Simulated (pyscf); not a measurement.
PySCF, gas phase, ωB97X-D3(BJ)/def2-SVP geometries.

Task: Estimate by transition-state theory the rate constant of F–Be–Cl + F–Si(Cl)(Cl)–Cl → F–Be–F + silicon tetrachloride (Cl–Si(Cl)(Cl)–Cl) (singlet surface; Be–Cl, F–Si broken, Be–F, Cl–Si formed) at 600 K, with ωB97M-D3(BJ)/def2-TZVP energies (ideal gas, 1 atm, RRHO with modes under 100 cm⁻¹ raised to 100, one conformer, R ln 2 for rigid chiral ones; no tunnelling).

Result: The electronic barrier is 12.0 kcal/mol and the thermal terms add +24.2, so ΔG‡ = 36.2 kcal/mol. With k_BT/h = 1.25e+13 s⁻¹ and RT = 1.192 kcal/mol, and a volume of 8.18e-20 cm³ per molecule at 1 atm, k = 6.5e-20 cm³ molecule⁻¹ s⁻¹. Wigner's tunnelling factor for 85i cm⁻¹ would be 1.00. A shift of 1 kcal/mol in the barrier changes k by a factor 2.3. On the reactant side the descent ends in an adduct with a Be–F contact, 6.3 kcal/mol under the separated species and 15.1 kcal/mol under the saddle at ωB97X-D3(BJ)/def2-TZVP. On the product side the descent ends in an adduct with a Be–Cl contact, 5.6 kcal/mol under the separated species and 10.3 kcal/mol under the saddle at ωB97X-D3(BJ)/def2-TZVP. What is counted as formed (Be–F) is already present as a longer contact in the reactant adduct; forming that adduct is a step of its own. What is counted as broken (Be–Cl) persists as a longer contact in the product adduct; parting that adduct is a step of its own. At ωB97X-D3(BJ) the barrier from the zero used here is 8.8 kcal/mol. One saddle was located; it need not be the lowest between these sides.
